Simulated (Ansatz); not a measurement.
Born–Oppenheimer molecular dynamics of CH9PSi (12 atoms, charge 0, multiplicity 1). It starts at the highest image of a converged band. Of that band: Beside the main top the profile has a ripple of under 15 meV (maxima at images 4, 8), which may be a very shallow well or noise. A structure lower than the first end lies on the path between it and the top, so the climb from that side starts below the end, which may itself be a saddle point or a shallow side well. Neighbouring images differ by up to 2.9 eV, so the band resolves the path poorly. A vibrational analysis at the climbing image gives one clearly imaginary mode, 1407i cm⁻¹: a first-order saddle point.

The calculation used RKS B3LYP-D4/def2-SVP in Ansatz.

| Quantity | Value |
| --- | --- |
| ensemble | NVE (velocity Verlet) |
| time step | 0.5 fs |
| steps asked | 200 |
| starting velocities drawn for | 100 K |
| seed | 4814 |

First frame:

```xyz
12
Properties=species:S:1:pos:R:3
Si -0.305 -0.003 0.143
C 0.199 0.133 2.302
H -0.424 0.225 3.209
H 0.712 -0.838 2.313
H 0.908 0.970 2.253
H 1.196 -0.113 0.001
H -0.630 1.203 -0.665
H -0.810 -1.339 -0.253
P -2.865 0.502 1.151
H -3.135 0.204 -0.220
H -3.095 -0.852 1.568
H -0.966 0.290 1.656
```

Task: How far do the bonds stretch over the last three quarters of this one trajectory? (Pairs bonded in most of those frames.)

Result: 
```tsv
bond	mean (Å)	spread (Å)	shortest	longest
Si1–C2	1.890	0.087	1.77	2.04
Si1–H6	1.499	0.016	1.48	1.54
Si1–H7	1.496	0.011	1.48	1.52
Si1–H8	1.497	0.027	1.45	1.54
C2–H3	1.101	0.014	1.08	1.13
C2–H4	1.104	0.013	1.08	1.13
C2–H5	1.103	0.009	1.09	1.12
P9–H10	1.433	0.033	1.38	1.49
P9–H11	1.431	0.010	1.41	1.46
P9–H12	1.521	0.205	1.17	1.82
```

Mean temperature of the second half: 2001 K. The conserved energy stayed within 1.1 meV per atom of its start (net change -0.27 meV per atom), so the integration is sound. The kinetic energy rose, since the run started high on the potential surface and went downhill. It ends in pieces (CH6Si + H3P), so much of that is their flight and rotation, not heat. A run of 0.1 ps of so small a system gives no equilibrium averages. The orbitals stay closed-shell, which can raise the energy where a bond breaks towards radicals; this wasn't checked here.

Time of the run: 4.8 min on 2 threads of Arm Neoverse V2, with other jobs on the host, peak memory 0.18 GiB.
